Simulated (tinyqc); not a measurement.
FCI on RHF in the sto-3g basis, frozen core, for LiH, spin multiplicity 1, step by step. One step of it, computed by the program tinyqc.

Problem. FCI: determinants and Hamiltonian. Slater-Condon rules over spin orbitals, with the nuclear repulsion and the energy of the frozen orbital added and E(HF) subtracted on the diagonal. Only determinants linked to the reference directly or through others are kept (one block of an abelian symmetry group), so some states are absent.

one-electron integrals dressed by the frozen orbital, h + 2 (pq|11) - (p1|1q) (hartree), order 2, 3, 4, 5, 6:
```
[[-0.785132, 0.047224, 0.000000, 0.000000, -0.131212],
 [0.047224, -0.360951, 0.000000, 0.000000, 0.068320],
 [0.000000, 0.000000, -0.360795, 0.000000, 0.000000],
 [0.000000, 0.000000, 0.000000, -0.360795, 0.000000],
 [-0.131212, 0.068320, 0.000000, 0.000000, -0.220738]]
```

energy of the frozen orbital, 2 h_11 + (11|11) = -7.83193642 hartree

Two-electron integrals over orbitals (pq|rs), unique and non-zero (hartree); the lowest 1 orbital is frozen and left out:
```
(22|22) 0.493024    (32|22) -0.047224   (32|32) 0.012294    (33|22) 0.226058
(33|32) 0.006401    (33|33) 0.338667    (42|42) 0.023883    (43|42) 0.019219
(43|43) 0.041306    (44|22) 0.274242    (44|32) 0.004908    (44|33) 0.282180
(44|44) 0.312946    (52|52) 0.023883    (53|52) 0.019219    (53|53) 0.041306
(54|54) 0.016869    (55|22) 0.274242    (55|32) 0.004908    (55|33) 0.282180
(55|44) 0.279207    (55|55) 0.312946    (62|22) 0.131212    (62|32) -0.033680
(62|33) -0.010050   (62|44) -0.011928   (62|55) -0.011928   (62|62) 0.123110
(63|22) -0.051000   (63|32) 0.008609    (63|33) 0.036033    (63|44) 0.001550
(63|55) 0.001550    (63|62) -0.031197   (63|63) 0.026317    (64|42) -0.019539
(64|43) -0.013847   (64|64) 0.019530    (65|52) -0.019539   (65|53) -0.013847
(65|65) 0.019530    (66|22) 0.456796    (66|32) -0.042376   (66|33) 0.241927
(66|44) 0.269108    (66|55) 0.269108    (66|62) 0.139378    (66|63) -0.043656
(66|66) 0.456041
```

nuclear repulsion = 1.04580476 hartree

Hartree-Fock energy = -7.86337148 hartree

Give: determinants; H - E(HF) between determinants.

Solution.

Occupation strings over the orbitals (2 doubly, a alpha, b beta, 0 empty; spin orbitals ordered 1a 1b 2a 2b ...): 220000 2ab000 2a000b 2ba000 2b000a 202000 20a00b 200200 200020 20b00a 200002

H - E(HF) between determinants (hartree), order 220000, 2ab000, 2a000b, 2ba000, 2b000a, 202000, 20a00b, 200200, 200020, 20b00a, 200002:
```
[[0.0000, 0.0000, 0.0000, 0.0000, 0.0000, 0.0123, -0.0337, 0.0239, 0.0239, 0.0337, 0.1231],
 [0.0000, 0.1572, 0.0173, -0.0123, 0.0337, 0.0536, 0.0086, 0.0192, 0.0192, 0.1413, -0.0312],
 [0.0000, 0.0173, 0.5282, 0.0337, -0.1231, 0.0086, 0.0048, -0.0195, -0.0195, 0.0312, 0.0082],
 [0.0000, -0.0123, 0.0337, 0.1572, 0.0173, -0.0536, 0.1413, -0.0192, -0.0192, 0.0086, 0.0312],
 [0.0000, 0.0337, -0.1231, 0.0173, 0.5282, -0.0086, 0.0312, 0.0195, 0.0195, 0.0048, -0.0082],
 [0.0123, 0.0536, 0.0086, -0.0536, -0.0086, 0.6940, 0.1044, 0.0413, 0.0413, -0.1044, 0.0263],
 [-0.0337, 0.0086, 0.0048, 0.1413, 0.0312, 0.1044, 0.7375, -0.0138, -0.0138, -0.0263, 0.0247],
 [0.0239, 0.0192, -0.0195, -0.0192, 0.0195, 0.0413, -0.0138, 0.6686, 0.0169, 0.0138, 0.0195],
 [0.0239, 0.0192, -0.0195, -0.0192, 0.0195, 0.0413, -0.0138, 0.0169, 0.6686, 0.0138, 0.0195],
 [0.0337, 0.1413, 0.0312, 0.0086, 0.0048, -0.1044, -0.0263, 0.0138, 0.0138, 0.7375, -0.0247],
 [0.1231, -0.0312, 0.0082, 0.0312, -0.0082, 0.0263, 0.0247, 0.0195, 0.0195, -0.0247, 1.0918]]
```
